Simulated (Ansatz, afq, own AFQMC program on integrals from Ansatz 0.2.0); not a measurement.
CH, doublet: AFQMC among the cluster methods

```yaml
atoms:
  - { symbol: C, position_ang: [0.1455, -0.5043, 0.1856] }
  - { symbol: H, position_ang: [0.4382, -1.5277, 0.5651] }
```

Basis def2-TZVP. Noble-gas cores (and the filled d shells of Ga–Kr and In–Xe) are frozen. Ansatz 0.2.0 and our own AFQMC program on the same integrals; the CISD trial comes from CCSD amplitudes, and released means the phaseless constraint is let go. Free projection: walkers drawn from exp(T), propagated without any constraint. Its projection time is finite, and what remains of the start isn't in its error. Uncertainties: one standard error, sampling alone.

Determinant: ROHF, the one that the program's search chose, which needn't be the lowest solution. The geometry is a PBE0/def2-SVP stationary point of this or a neighbouring charge and spin state.

Full CI on the same integrals is exact in this basis and with this determinant's frozen core.

Cautions: a spin-contaminated unrestricted determinant lies lower (UHF 211 meV lower, ⟨S²⟩ 1.10).

```
T1 diagnostic                               : 0.0171
weight of the determinant in the CISD state : 0.932
size of the correlated space                : 5 electrons in 36 orbitals
```

Reference: full CI, correlation energy -3.575 eV. The released energy is read at 0.99 1/Eh, later times being too noisy (meV from the phaseless value at times in 1/Eh: -2.1 ± 1.3 at 0.24, -3.5 ± 1.9 at 0.51, -7.2 ± 1.2 at 0.99, -16 ± 5 at 1.62, -2 ± 11 at 2.40).

```json
{"level": "HF", "E − E(reference) (kJ/mol)": "345.0", "share of correlation (%)": "0.00"}
{"level": "MP2", "E − E(reference) (kJ/mol)": "75.3", "share of correlation (%)": "78.16"}
{"level": "CCSD", "E − E(reference) (kJ/mol)": "10.5", "share of correlation (%)": "96.95"}
{"level": "CCSD(T)", "E − E(reference) (kJ/mol)": "1.9", "share of correlation (%)": "99.43"}
{"level": "CCSDT", "E − E(reference) (kJ/mol)": "0.2", "share of correlation (%)": "99.93"}
{"level": "CCSDT(Q)", "E − E(reference) (kJ/mol)": "0.0", "share of correlation (%)": "99.99"}
{"level": "CCSDTQ", "E − E(reference) (kJ/mol)": "0.0", "share of correlation (%)": "100.00"}
{"level": "ph-AFQMC/HF", "E − E(reference) (kJ/mol)": "7.2 ± 1.8", "share of correlation (%)": "97.90"}
{"level": "ph-AFQMC/CISD", "E − E(reference) (kJ/mol)": "1.1 ± 0.1", "share of correlation (%)": "99.69"}
{"level": "released AFQMC", "E − E(reference) (kJ/mol)": "0.4 ± 0.1", "share of correlation (%)": "99.89"}
{"level": "free AFQMC", "E − E(reference) (kJ/mol)": "0.0 ± 0.2", "share of correlation (%)": "99.99"}
```

CCSDT and higher add their correlation energy to the determinant of the CCSD(T) run, since their own runs factorise the integrals more tightly (a shift of under 2 meV). Free projections are given only where their last times agree within the noise and don't stop above the reference; a slow remainder of the start can still hide under it. A walk keeps the symmetry of its determinant, which the program's search chose and which needn't be the lowest solution, so a lower state of the same spin and another symmetry isn't excluded. Released energies are given only where the last usable release times agree within the noise; a slower fall can still hide under it.
